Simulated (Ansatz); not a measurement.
**How far each method lies from full CI for Si2, triplet**

Geometry: that of the Si2, singlet, kept fixed.

```yaml
atoms:
  - { symbol: Si, position_ang: [0.0000, 0.0000, 0.0000] }
  - { symbol: Si, position_ang: [0.0000, 0.0000, 2.2861] }
```

Basis 6-31G; Ansatz 0.2.0. Correlated methods freeze the noble-gas cores, which leaves 8 electrons in 16 orbitals. Prefix R: restricted or restricted open-shell reference; prefix U: unrestricted. Active spaces: valence = (8e, 8o) chosen from the atoms' valence shells.

Full CI is exact within this basis and frozen core; it isn't the basis-set limit. The frozen core follows each run's orbitals, which can shift R against U totals by a few meV.

Coupled cluster chose its determinant by trial CCSD, here up to 0.44 eV above the lowest Hartree–Fock solution of its kind, and MP2 stands on that determinant too.

The UHF ⟨S²⟩ is 2.629, the ⟨S²⟩ of the determinant under UCCSD is 2.022 and the T1 diagnostic (RCCSD) is 0.0228. The largest doubles amplitude (RCCSD) is 0.192. The T1 diagnostic (UCCSD) is 0.0234.

From what is known of these methods and the diagnostics, rank them by the size of their error in total energy against full CI in 6-31G, smallest first (an estimate: the text doesn't fix the numbers).
A. UCCSDT(Q)
B. UCCSD
C. NEVPT2 (valence space)
D. RCCSDT
E. UMP2

A (0.21 kcal/mol), D (1.04 kcal/mol), B (4.48 kcal/mol), C (5.36 kcal/mol), E (15.08 kcal/mol).

All errors are against full CI in 6-31G. Within each family the higher level lies nearer, as is usual though not guaranteed.

The full-CI state has the irrep B2u of D2h, in the program's axes (one component, if the state is degenerate).

Natural occupations of full CI about the gap: 1.970 1.904 1.848 1.019 0.957 0.152 0.075 0.036 0.009 0.008; effectively unpaired electrons, Σ n²(2−n)², 2.22.
